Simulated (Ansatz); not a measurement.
Run this with Ansatz's Python interface and show what comes out.

Script `h4s2si.py`:
```python
# -*- coding: utf-8 -*-
import ansatz as az
from ase import Atoms

atoms = Atoms(["S", "Si", "S", "H", "H", "H", "H"], positions=[
    [-1.2463, -0.978, -0.7148],
    [0.0313, 0.445, 0.2167],
    [1.5575, -0.668, 1.1469],
    [-2.0875, -0.0069, -1.182],
    [0.6208, 1.3211, -0.8396],
    [-0.7104, 1.2599, 1.2196],
    [1.8958, -1.4411, 0.1074],
])

first = az.Crystal.molecule_from_ase(atoms).calculation()
first = first.basis(gaussian="6-31G*").functional("r2scan")
first = first.relax(force_tolerance=0.02, max_steps=80)
atoms.positions = first.run(threads=1).report["positions_ang"]

rows = []
for angle in [85, 95, 105, 115, 125, 140, 160]:
    bent = atoms.copy()
    bent.set_angle(1, 2, 6, angle, indices=[6])
    calculation = (
        az.Crystal.molecule_from_ase(bent).calculation()
        .basis(gaussian="6-31G*")
        .functional("r2scan")
    )
    rows.append((angle, calculation.run(threads=1).report["free_energy_ev"]))
floor = min(e for _, e in rows)
for angle, e in rows:
    print(f"angle Si1-S2-H6 = {angle:3d} deg   {1000 * (e - floor):9.1f} meV")
```

```console
$ python h4s2si.py
angle Si1-S2-H6 =  85 deg        70.4 meV
angle Si1-S2-H6 =  95 deg         0.0 meV
angle Si1-S2-H6 = 105 deg        44.9 meV
angle Si1-S2-H6 = 115 deg       194.0 meV
angle Si1-S2-H6 = 125 deg       431.6 meV
angle Si1-S2-H6 = 140 deg       904.4 meV
angle Si1-S2-H6 = 160 deg      1566.3 meV
```

The scan is rigid, and the energies are electronic, in a modest basis. The zero is the lowest point of the grid, which needn't be the minimum. Hardware and time: 72 s on 1 thread of Arm Neoverse V2 (shared host), peak memory 0.19 GiB.
